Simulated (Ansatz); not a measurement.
# CH₄BN (SMILES BN=C): functionals against CCSD(T) at one geometry

A test off equilibrium: a frame of a short trajectory is computed at several levels, and each is set against CCSD(T).

Method: single points in def2-TZVPP; program: Ansatz 0.2.0, Gaussian basis.

Cores are frozen in the correlated methods.

### Step 1. Starting geometry

7 atoms, charge 0, spin multiplicity 1.

Atoms are counted from 1 here; the program's logs count them from 0.

Bond lengths: B1–N2 1.341 Å, B1–H4 1.218 Å, B1–H5 1.229 Å, N2–C3 1.252 Å, C3–H6 1.127 Å, C3–H7 1.069 Å. Angles: N2–B1–H4 117.5°, N2–B1–H5 106.7°, H4–B1–H5 133.3°, B1–N2–C3 177.3°, N2–C3–H6 132.6°, N2–C3–H7 120.9°, H6–C3–H7 106.3°.

Coordinates:

```mol
CH4BN
  3D, bonds by distance, orders not assigned

  7  6  0  0  0  0  0  0  0  0999 V2000
   -1.0381    0.0962   -0.6604 B   0  0
    0.1113   -0.0307    0.0195 N   0  0
    1.2041   -0.1830    0.6107 C   0  0
   -1.9397   -0.6765   -0.3898 H   0  0
   -0.7925    0.7940   -1.6423 H   0  0
    2.0237   -0.9513    0.5144 H   0  0
    1.5546    0.5432    1.3124 H   0  0
  1  2  8  0
  1  4  8  0
  1  5  8  0
  2  3  8  0
  3  6  8  0
  3  7  8  0
M  END
```

### Step 2. PBE-D4/def2-TZVPP

Input file run/in.yaml:

```yaml
crystal:
  periodic: [false, false, false]
  atoms:
    - {symbol: B, position_ang: [-1.038065, 0.096170, -0.660391]}
    - {symbol: N, position_ang: [0.111316, -0.030744, 0.019475]}
    - {symbol: C, position_ang: [1.204068, -0.182978, 0.610650]}
    - {symbol: H, position_ang: [-1.939661, -0.676536, -0.389826]}
    - {symbol: H, position_ang: [-0.792480, 0.793956, -1.642349]}
    - {symbol: H, position_ang: [2.023668, -0.951255, 0.514424]}
    - {symbol: H, position_ang: [1.554641, 0.543159, 1.312430]}
basis:
  gaussian: {orbitals: def2-TZVPP}
hamiltonian: {xc: pbe, dispersion: d4}
output: {forces: true}
```

Started as:

```console
$ ansatz run in.yaml --threads 2 --pin off --events-out ev --progress --plain --max-ram 3481MiB
```

The program printed:

```text
Functional definition: PBE
  name "PBE"
  cite "Perdew, Burke & Ernzerhof, Phys. Rev. Lett. 77, 3865 (1996) doi:10.1103/PhysRevLett.77.3865"
  parent pbe
  parameter kappa = 0.804
  parameter beta = 0.06672455060314922
  exchange = pbe_x(kappa = kappa, mu = beta*pi^2/3)
  correlation = pbe_c(beta = beta)
740 factors; their error is unknown
mean field evaluation 1: about -3256.8401 eV, gradient 5.8e1 eV
mean field evaluation 2: about -3231.2113 eV, gradient 1.1e2 eV
mean field evaluation 4: about -3264.3932 eV, gradient 8.8e0 eV
mean field evaluation 8: about -3264.5726 eV, gradient 4.1e-1 eV
mean field evaluation 16: about -3264.5728 eV, gradient 4.5e-5 eV
mean field -3264.57280992 eV, -119.9708379578 hartree, gradient 4.5e-5 eV, S^2 0.000000; 0 other end points of the search recorded, 0 dependent functions left out
the calculation of the forces begins
reference -3264.57285096 eV, -119.9708394657 hartree; 11, 11 occupied and 138, 138 virtual orbitals, 740 factors
Total energy: -3264.65286710 eV, -119.9737800048 hartree
Atom 0 at    -1.038065     0.096170    -0.660391 Å, force     0.282316    -0.383704    -1.014736 eV/Å
Atom 1 at     0.111316    -0.030744     0.019475 Å, force     0.992580    -0.807862     0.659251 eV/Å
Atom 2 at     1.204068    -0.182978     0.610650 Å, force     0.811226    -0.184240     0.008985 eV/Å
Atom 3 at    -1.939661    -0.676536    -0.389826 Å, force    -0.091104     0.726545    -0.059121 eV/Å
Atom 4 at    -0.792480     0.793956    -1.642349 Å, force    -0.833985    -0.227681     0.190370 eV/Å
Atom 5 at     2.023668    -0.951255     0.514424 Å, force    -1.066971    -0.020257    -0.799238 eV/Å
Atom 6 at     1.554641     0.543159     1.312430 Å, force    -0.094063     0.897199     1.014489 eV/Å
Dipole moment:     0.357912    -0.035346     0.214723 e Å
```

It took 2.6 s on 2 threads of Intel Xeon at 2.50GHz, shared host; peak memory 0.13 GiB.

### Step 3. r2SCAN-D4/def2-TZVPP

Changes to run/in.yaml since step 2:

```diff
@@ -12,3 +12,3 @@
   gaussian: {orbitals: def2-TZVPP}
-hamiltonian: {xc: pbe, dispersion: d4}
+hamiltonian: {xc: r2scan, dispersion: d4}
 output: {forces: true}
```

Started as:

```console
$ ansatz run in.yaml --threads 2 --pin off --events-out ev --progress --plain --max-ram 3481MiB
```

The program printed, shortened:

```text
Functional definition: r2SCAN
  name "r2SCAN"
  cite "Furness, Kaplan, Ning, Perdew & Sun, J. Phys. Chem. Lett. 11, 8208 (2020) doi:10.1021/acs.jpclett.0c02405"
  cite "Furness, Kaplan, Ning, Perdew & Sun, J. Phys. Chem. Lett. 11, 9248 (2020) doi:10.1021/acs.jpclett.0c03077"
  parent r2scan
[...]
740 factors; their error is unknown
[...]
mean field -3266.93026066 eV, -120.0574726745 hartree, gradient 3.9e-5 eV, S^2 0.000000; 0 other end points of the search recorded, 0 dependent functions left out
[...]
reference -3266.93027287 eV, -120.0574731232 hartree; 11, 11 occupied and 138, 138 virtual orbitals, 740 factors
Total energy: -3266.94956635 eV, -120.0581821453 hartree
Atom 0 at    -1.038065     0.096170    -0.660391 Å, force     0.449786    -0.458943    -1.031874 eV/Å
Atom 1 at     0.111316    -0.030744     0.019475 Å, force     1.363541    -0.890910     0.870532 eV/Å
Atom 2 at     1.204068    -0.182978     0.610650 Å, force     0.558203    -0.056933    -0.102476 eV/Å
Atom 3 at    -1.939661    -0.676536    -0.389826 Å, force     0.014767     0.862139    -0.090386 eV/Å
Atom 4 at    -0.792480     0.793956    -1.642349 Å, force    -0.911147    -0.311869     0.315854 eV/Å
Atom 5 at     2.023668    -0.951255     0.514424 Å, force    -1.270353     0.101981    -0.832640 eV/Å
Atom 6 at     1.554641     0.543159     1.312430 Å, force    -0.204797     0.754534     0.870990 eV/Å
Dipole moment:     0.354463    -0.035339     0.215489 e Å
```

Run time: 4.3 s. Hardware: 2 threads of Intel Xeon at 2.50GHz, shared host; peak memory 0.15 GiB.

### Step 4. PBE0-D4/def2-TZVPP

Changes to run/in.yaml since step 3:

```diff
@@ -12,3 +12,3 @@
   gaussian: {orbitals: def2-TZVPP}
-hamiltonian: {xc: r2scan, dispersion: d4}
-output: {forces: true}
+hamiltonian: {xc: pbe0, dispersion: d4}
+output: {forces: true, orbitals: {seedname: orbitals}}
```

Started as:

```console
$ ansatz run in.yaml --threads 2 --pin off --events-out ev --progress --plain --max-ram 3481MiB
```

The program printed, shortened:

```text
Functional definition: PBE0
  name "PBE0"
  cite "Adamo & Barone, J. Chem. Phys. 110, 6158 (1999) doi:10.1063/1.478522"
[... 2 set-up lines as earlier in the session ...]
[...]
740 factors; their error is unknown
[...]
mean field -3264.80652040 eV, -119.9794266593 hartree, gradient 5.7e-5 eV, S^2 0.000000; 0 other end points of the search recorded, 0 dependent functions left out
[...]
reference -3264.80655061 eV, -119.9794277695 hartree; 11, 11 occupied and 138, 138 virtual orbitals, 740 factors
Total energy: -3264.87264892 eV, -119.9818568377 hartree
Atom 0 at    -1.038065     0.096170    -0.660391 Å, force     0.470370    -0.463288    -1.057884 eV/Å
Atom 1 at     0.111316    -0.030744     0.019475 Å, force     1.632408    -0.924915     1.039325 eV/Å
Atom 2 at     1.204068    -0.182978     0.610650 Å, force     0.322513    -0.035809    -0.268886 eV/Å
Atom 3 at    -1.939661    -0.676536    -0.389826 Å, force     0.007835     0.854028    -0.079678 eV/Å
Atom 4 at    -0.792480     0.793956    -1.642349 Å, force    -0.916381    -0.301294     0.324123 eV/Å
Atom 5 at     2.023668    -0.951255     0.514424 Å, force    -1.306528     0.128371    -0.815650 eV/Å
Atom 6 at     1.554641     0.543159     1.312430 Å, force    -0.210217     0.742907     0.858649 eV/Å
Dipole moment:     0.363295    -0.036098     0.222453 e Å
```

Wall time 3.7 s (2 threads of Intel Xeon at 2.50GHz, shared host); peak memory 0.22 GiB.

### Step 5. wB97M-V/def2-TZVPP

Changes to run/in.yaml since step 4:

```diff
@@ -12,3 +12,3 @@
   gaussian: {orbitals: def2-TZVPP}
-hamiltonian: {xc: pbe0, dispersion: d4}
-output: {forces: true, orbitals: {seedname: orbitals}}
+hamiltonian: {xc: {name: wB97M-V}}
+output: {forces: true}
```

Started as:

```console
$ ansatz run in.yaml --threads 2 --pin off --events-out ev --progress --plain --max-ram 3481MiB
```

The program printed, shortened:

```text
Functional definition: wB97M-V
  name "wB97M-V"
  cite "Mardirossian & Head-Gordon, J. Chem. Phys. 144, 214110 (2016) doi:10.1063/1.4952647"
  cite "Becke, J. Chem. Phys. 107, 8554 (1997) doi:10.1063/1.475007"
  cite "Vydrov & Van Voorhis, J. Chem. Phys. 133, 244103 (2010) doi:10.1063/1.3521275"
  # Of w^i u^j: cxij and so on, Table III.
[...]
  gx(w, u) = 1 - cx + cx01*u + cx10*w
  gss(w, u) = css00 + css04*u^4 + css10*w + css20*w^2 + css43*w^4*u^3
  gos(w, u) = cos00 + cos10*w + (cos20 + cos21*u)*w^2 + (cos60 + cos61*u)*w^6
[...]
      + integral(e_c_pw_mod_opposite_spin*gos(b97_w_opposite, b97_u_opposite)) + vv10(b, c)
740 factors; their error is unknown
199 factors; integrals over basis functions are off by at most 1.8e-5 eV
[...]
mean field -3267.36107808 eV, -120.0733049226 hartree, gradient 1.9e-5 eV, S^2 0.000000; 0 other end points of the search recorded, 0 dependent functions left out
[...]
reference -3267.36112579 eV, -120.0733066760 hartree; 11, 11 occupied and 138, 138 virtual orbitals, 740 factors
Total energy: -3267.36112579 eV, -120.0733066760 hartree
Atom 0 at    -1.038065     0.096170    -0.660391 Å, force     0.177384    -0.456849    -1.306171 eV/Å
Atom 1 at     0.111316    -0.030744     0.019475 Å, force     1.776249    -0.943267     1.160111 eV/Å
Atom 2 at     1.204068    -0.182978     0.610650 Å, force     0.523442    -0.033737    -0.163033 eV/Å
Atom 3 at    -1.939661    -0.676536    -0.389826 Å, force     0.113151     0.938693    -0.094778 eV/Å
Atom 4 at    -0.792480     0.793956    -1.642349 Å, force    -0.953690    -0.361592     0.428173 eV/Å
Atom 5 at     2.023668    -0.951255     0.514424 Å, force    -1.380395     0.171724    -0.815452 eV/Å
Atom 6 at     1.554641     0.543159     1.312430 Å, force    -0.256142     0.685028     0.791150 eV/Å
Dipole moment:     0.373904    -0.037999     0.233615 e Å
```

It took 9.1 s on 2 threads of Intel Xeon at 2.50GHz, shared host; peak memory 0.28 GiB.

### Step 6. CCSD(T)/def2-TZVPP

Changes to run/in.yaml since step 5:

```diff
@@ -12,3 +12,3 @@
   gaussian: {orbitals: def2-TZVPP}
-hamiltonian: {xc: {name: wB97M-V}}
+correlation: {method: ccsd_t}
 output: {forces: true}
```

Started as:

```console
$ ansatz run in.yaml --threads 2 --pin off --events-out ev --progress --plain --max-ram 3481MiB
```

The program printed, shortened:

```text
Functional definition: HF
  name "HF"
  cite "Fock, Z. Phys. 61, 126 (1930) doi:10.1007/BF01340294"
[... 1 set-up line as earlier in the session ...]
[...]
881 factors; integrals over basis functions are off by at most 6.6e-4 eV
[...]
mean field -3247.59757065 eV, -119.3470094206 hartree, gradient 9.9e-7 eV, S^2 0.000000; 0 other end points of the search recorded, 0 dependent functions left out; unrestricted orbitals would lower it
3 core orbitals not correlated: weight in the atoms' cores, before any rotation towards them, 1.000 or more for the frozen orbitals, at most 0.000 for the correlated occupied ones
reference -3247.59757065 eV, -119.3470094206 hartree; 8, 8 occupied and 138, 138 virtual orbitals, 881 factors
second order -12.76351244 eV of doubles, -0.00000000 eV of singles
cycle   1  -13.00940506 eV  change   -2.5e-1 eV  update   8.8e-2
[...]
cycle  12  -13.49440071 eV  change    7.8e-7 eV  update   3.9e-6
perturbative correction -0.60288683 eV, -0.0221556825 hartree
[...]
working
Total energy: -3261.69485819 eV, -119.8650751824 hartree
Atom 0 at    -1.038065     0.096170    -0.660391 Å, force    -0.113693    -0.402181    -1.479243 eV/Å
Atom 1 at     0.111316    -0.030744     0.019475 Å, force     1.346506    -0.898192     0.936036 eV/Å
Atom 2 at     1.204068    -0.182978     0.610650 Å, force     1.291463    -0.125581     0.292504 eV/Å
Atom 3 at    -1.939661    -0.676536    -0.389826 Å, force     0.036374     0.890099    -0.082571 eV/Å
Atom 4 at    -0.792480     0.793956    -1.642349 Å, force    -0.965025    -0.315201     0.354284 eV/Å
Atom 5 at     2.023668    -0.951255     0.514424 Å, force    -1.353547     0.136366    -0.835812 eV/Å
Atom 6 at     1.554641     0.543159     1.312430 Å, force    -0.242078     0.714690     0.814803 eV/Å
Dipole moment:     0.383010    -0.040192     0.239234 e Å
```

Wall time 2.1 min (2 threads of Intel Xeon at 2.50GHz, shared host); peak memory 1.7 GiB.

### Step 7. The levels compared

| method | RMS force component (eV/Å) | RMS error against CCSD(T) (eV/Å) | angle to CCSD(T) forces (°) | dipole (D) |
| --- | --- | --- | --- | --- |
| PBE-D4 | 0.653 | 0.239 | 15.1 | 2.01 |
| r2SCAN-D4 | 0.713 | 0.243 | 17.4 | 2.00 |
| PBE0-D4 | 0.750 | 0.300 | 22.1 | 2.05 |
| wB97M-V | 0.803 | 0.237 | 17.0 | 2.13 |
| CCSD(T) | 0.798 | reference | reference | 2.18 |

Energy less the free neutral atoms in their ground states at the same level (atoms from separate runs):

Differences are taken before rounding.

| method | rung | energy less atoms (kcal/mol) | from CCSD(T) (kcal/mol) |
| --- | --- | --- | --- |
| PBE-D4 | GGA | -650.8 | -41.5 |
| r2SCAN-D4 | meta-GGA | -632.4 | -23.1 |
| PBE0-D4 | hybrid | -633.9 | -24.7 |
| wB97M-V | range-separated hybrid | -632.7 | -23.4 |
| Hartree-Fock | wavefunction | -451.9 | +157.3 |
| MP2 | wavefunction | -618.0 | -8.7 |
| CCSD | wavefunction | -598.9 | +10.4 |
| CCSD(T) | wavefunction | -609.3 | 0 |

Cost and force error (times from a shared host):

| method | time | RMS force error (eV/Å) |
| --- | --- | --- |
| PBE-D4 | 2.6 s | 0.239 |
| r2SCAN-D4 | 4.3 s | 0.243 |
| PBE0-D4 | 3.7 s | 0.300 |
| wB97M-V | 9.1 s | 0.237 |
| CCSD(T) | 2.1 min | 0 |

### Step 8. Results

| quantity | value |
| --- | --- |
| energy less free atoms, CCSD(T)/def2-TZVPP | -609.3 kcal/mol |
| RMS force component | 0.653 to 0.803 eV/Å over the methods |
| RMS force error | PBE-D4 0.239, r2SCAN-D4 0.243, PBE0-D4 0.300, wB97M-V 0.237 eV/Å |
| HOMO and LUMO, PBE0-D4 | -7.83 and -1.01 eV |
| T1 diagnostic | 0.017 |

In words: Against CCSD(T) the functionals' energies less atoms differ by -41.5 to -23.1 kcal/mol, PBE-D4 by -41.5 kcal/mol. CCSD(T) in triple zeta still lacks some correlation energy of the bonds, so part of these gaps is its own basis error and they don't rank the functionals. On forces the order runs from wB97M-V to PBE0-D4. Frozen-core CCSD(T) forces in triple zeta carry basis errors of their own, and this is one geometry, so small gaps rank nothing. The restricted Hartree–Fock reference is unstable towards an unrestricted one at one or more of these structures.
